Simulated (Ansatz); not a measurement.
AlClHS (`[SH][Al][Cl]`) radical. The species carries charge 0 and has multiplicity 2.

List the harmonic frequencies (cm⁻¹, unscaled) at PBE0-D4/def2-TZVP in Ansatz. (Best estimate.)

Ansatz gave: 132, 260, 437, 552, 668, 2707.

Is this a minimum?

Yes, all 6 modes are real.

Give the ideal-gas thermochemistry at 298.15 K and 1 bar (rigid rotor, harmonic oscillator; point group Cs, symmetry number 1).

Zero-point energy 28.4 kJ/mol; H(298) − E = 42.9 kJ/mol; entropy 305.6 J/(mol·K), of which translation 165.7, rotation 107.7, vibration 26.4, electronic 5.8; G(298) − E = -48.2 kJ/mol.
